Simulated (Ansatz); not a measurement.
Ideal-gas functions of CH5BS, SMILES `CBS` at 298.15 K and 1 bar, from an Ansatz frequency run at PBE0-D4/def2-TZVP.

Molar mass 59.93 g/mol, point group Cs (symmetry number 1), electronic degeneracy 1, moments of inertia 13.319, 99.442, 109.701 u Å². Harmonic wavenumbers (cm⁻¹, unscaled): 123, 280, 440, 695, 715, 796, 902, 903, 1049, 1167, 1326, 1450, 1452, 2629, 2711, 3033, 3091, 3131.

Use S(trans) = R[1.5 ln M + 2.5 ln T − 1.1517]; rotational temperatures θ = 24.2544 K / I; S(rot) = R[ln(√π/σ · √(T³/θAθBθC)) + 1.5]; for each mode x = 1.438777 ν̃/T, S = R[x/(eˣ − 1) − ln(1 − e⁻ˣ)] and H = RT x/(eˣ − 1); 1 cm⁻¹ = 0.0119627 kJ/mol; R = 8.31446 J/(mol·K).

Task: By hand: the entropy, in J/(mol·K).

Result: Translation 159.9. Rotation: θ = 1.821, 0.2439, 0.2211 K, giving 97.9. Vibration, mode by mode: 12.77, 6.42, 3.46, 1.31, 1.21, 0.88, 0.58, 0.58, 0.32, 0.20, 0.10, 0.06, 0.06, 0.00, 0.00, 0.00, 0.00, 0.00, in all 27.9. Electronic 0.0. Sum 285.7 J/(mol·K).

Task: By hand: H − E and G − E in kJ/mol, counted from the electronic energy.

Result: Zero-point energy ½ × 25893 × 0.0119627 = 154.9; thermal vibration 5.0; translation, rotation and pV give 4 RT = 9.9. H − E = 169.8 kJ/mol, and G − E = 169.8 − 298.15 × 285.7/1000 = 84.6 kJ/mol.

Vibration gives 10 % of the entropy, 12.8 J/(mol·K) of it from the mode under 150 cm⁻¹: soft modes count most, and the harmonic formula is weakest for them. The sum counts one conformer and one mirror image; others add a mixing term.
